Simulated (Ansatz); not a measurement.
**C5H7F: up Jacob's ladder to CCSD(T)**

The task here is to estimate one member of a computed series from the others.

The runs use Ansatz 0.2.0, Gaussian basis; functionals in def2-TZVPP, the program's frozen cores in correlated methods.

The runs, in order: PBE-D4, r2SCAN-D4, PBE0-D4, B3LYP-D4, ωB97X-V, ωB97M-V, B2PLYP; CCSD(T)/def2-TZVPP; MP2/def2-QZVPP; extrapolation to the limit.

**The relaxed structure**

An earlier PBE0-D4 in a triple-zeta def2 set relaxation fixed the geometry.

SMILES `CC1=C(F)C1C`, 13 atoms, charge 0, spin multiplicity 1.

Atoms are counted from 1 here; the program's logs count them from 0.

Bond lengths: C1–C2 1.467 Å, C1–H7 1.094 Å, C1–H8 1.091 Å, C1–H9 1.094 Å, C2–C3 1.282 Å, C2–C5 1.551 Å, C3–F4 1.316 Å, C3–C5 1.460 Å, C5–C6 1.510 Å, C5–H10 1.096 Å, C6–H11 1.094 Å, C6–H12 1.093 Å, C6–H13 1.094 Å. Angles: C2–C1–H7 110.7°, C2–C1–H8 111.3°, C2–C1–H9 110.6°, H7–C1–H8 108.4°, H7–C1–H9 107.2°, H8–C1–H9 108.5°, C1–C2–C3 156.3°, C1–C2–C5 142.6°, C3–C2–C5 61.2°, C2–C3–F4 148.1°, C2–C3–C5 68.5°, F4–C3–C5 143.4°, C2–C5–C3 50.3°, C2–C5–C6 121.2°, C2–C5–H10 116.9°, C3–C5–C6 122.9°, C3–C5–H10 118.3°, C6–C5–H10 113.2° and more.

Set-up of the first run:

in.yaml reads:

```yaml
crystal:
  periodic: [false, false, false]
  atoms:
    - {symbol: C, position_ang: [-0.784495, -0.853190, 1.652211]}
    - {symbol: C, position_ang: [-0.596072, 0.114220, 0.566066]}
    - {symbol: C, position_ang: [-0.951801, 0.987469, -0.302472]}
    - {symbol: F, position_ang: [-1.923516, 1.680476, -0.856693]}
    - {symbol: C, position_ang: [0.486974, 0.743355, -0.347858]}
    - {symbol: C, position_ang: [1.148031, -0.058339, -1.443578]}
    - {symbol: H, position_ang: [-0.431247, -1.844264, 1.353850]}
    - {symbol: H, position_ang: [-1.835805, -0.932131, 1.933573]}
    - {symbol: H, position_ang: [-0.210224, -0.557836, 2.535312]}
    - {symbol: H, position_ang: [1.154902, 1.481618, 0.111075]}
    - {symbol: H, position_ang: [1.483313, 0.588482, -2.259626]}
    - {symbol: H, position_ang: [0.454000, -0.793492, -1.859310]}
    - {symbol: H, position_ang: [2.026440, -0.590968, -1.067747]}
basis:
  gaussian: {orbitals: def2-TZVPP}
hamiltonian: {xc: pbe, dispersion: d4}
output: {forces: true, orbitals: {seedname: orbitals}}
```

Started as:

```console
ansatz run in.yaml --threads 4 --pin off --events-out ev --progress --plain --max-ram 10444MiB
```

Steps of the session up to this table: PBE-D4 (GGA); r2SCAN-D4 (meta-GGA); PBE0-D4 (hybrid); B3LYP-D4 (hybrid); ωB97X-V (range-separated); ωB97M-V (range-separated); B2PLYP (double hybrid); CCSD(T) in def2-TZVPP; MP2 in def2-QZVPP.

One table of the session follows, with a row left open; its other results are not shown here.

| method | atomisation energy (eV) |
| --- | --- |
| PBE-D4 | 57.530 |
| r2SCAN-D4 | 55.925 |
| PBE0-D4 | 56.377 |
| B3LYP-D4 | 55.640 |
| ωB97X-V | 55.706 |
| ωB97M-V | 55.783 |
| B2PLYP | 55.135 |
| HF/def2-TZVPP | 40.590 |
| MP2/def2-TZVPP | 55.414 |
| CCSD/def2-TZVPP | 53.282 |
| CCSD(T)/def2-TZVPP | 54.189 |
| MP2/CBS | 56.693 |
| CCSD(T)/CBS | ? |

**Question.** Estimate the row for CCSD(T)/CBS.

The run gave: atomisation energy (eV): 55.468. In the column «atomisation energy (eV)» it lies between MP2/def2-TZVPP (55.414) and B3LYP-D4 (55.640).

To keep in mind: Free atoms (5 C, 1 F, 7 H) were run apart at each level; the atomisation energy is their sum less the molecule, without zero-point or spin-orbit terms.
